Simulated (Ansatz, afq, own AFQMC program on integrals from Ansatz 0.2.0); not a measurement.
Integrals from Ansatz 0.2.0, then the random walk in our own AFQMC program (afq).

```yaml
crystal:
  periodic: [false, false, false]
  atoms:
    - {symbol: B, position_ang: [0.000000, 0.000000, 0.000000]}
    - {symbol: S, position_ang: [0.000000, 0.000000, 3.023000]}
basis:
  gaussian: {orbitals: 6-31G}
magnetization: {spin_polarized: true, initial_magnetization: 1}
correlation: {method: ccsd_t, electrons: outside_noble_gas, hamiltonian_folder: ham}
```

```sh
$ ansatz run in.yaml --threads 1 --pin off --events-out ev --progress --plain --max-ram 16896MiB --backend cuda --devices 0, --max-vram 18GiB
```

afq runs on the folder ham with

```
--method free --trial cid --walkers 20 --time-step 0.01 --max-blocks 120 --target-error 0.00144 --factor-cut 1e-05 --seed 7156 --times 0.0,0.4,0.8,1.6,2.4 --taylor-order 6
```

Times are imaginary, in 1/Eh. The walk had a cap of 60 s.

Log:

```
orbitals 16  electrons 5 4  factors 81 of 266
reference energy -422.00039147 Eh
CCSD correlation -0.08727188 Eh in 26 cycles, weight of the determinant in the CISD state 0.6890
repeat  energy at the last time / Eh  error
    10  -422.088533  0.002444
    20  -422.088486  0.002157
    30  -422.089612  0.001720
    40  -422.090786  0.001406
time / (1/Eh)  energy / Eh  error  mean overlap
  0.00  -422.088285  0.000741  1.2682
  0.40  -422.088529  0.000930  1.2612
  0.80  -422.090781  0.000954  1.2691
  1.60  -422.090957  0.001071  1.2720
  2.40  -422.090926  0.001387  1.2937
energy -422.090926 +/- 0.001387 Eh
```

The run passed its tests (error under three times the target), which doesn't prove that it has relaxed.

Against this walk (error 37.8 meV) on the same determinant: CCSD(T) 9.1 meV higher (within the noise), CCSDT(Q) 74.6 meV lower (within the noise), CCSDTQ 60.1 meV lower (within the noise), full CI 59.5 meV lower (within the noise). The error is statistical, and a free projection of finite length keeps a remainder of its start. The determinant has ⟨S²⟩ = 1.53, so the low cluster orders mix in higher spin, and so can this walk. The determinant is a poor start (see the cautions), so the low cluster orders aren't to be relied on, and full CI is the sure value.

Cautions: remainder of the start not in the error; start is not spin pure; strong correlation (T1 0.092, weight of the determinant 0.69, largest double 0.27); unrestricted determinant spin contaminated (⟨S²⟩ 1.53 against 0.75); so few walkers bias the energy.

The walk took 14 s on 1 × NVIDIA H100 80GB HBM3 with 2 threads of AMD EPYC 7R13 Processor (Zen 3), on a shared host (the card was shared). The log's last line is the free-projection energy.

CCSDT and higher add their correlation energy to the determinant of the CCSD(T) run, since their own runs factorise the integrals more tightly (a shift of under 2 meV).
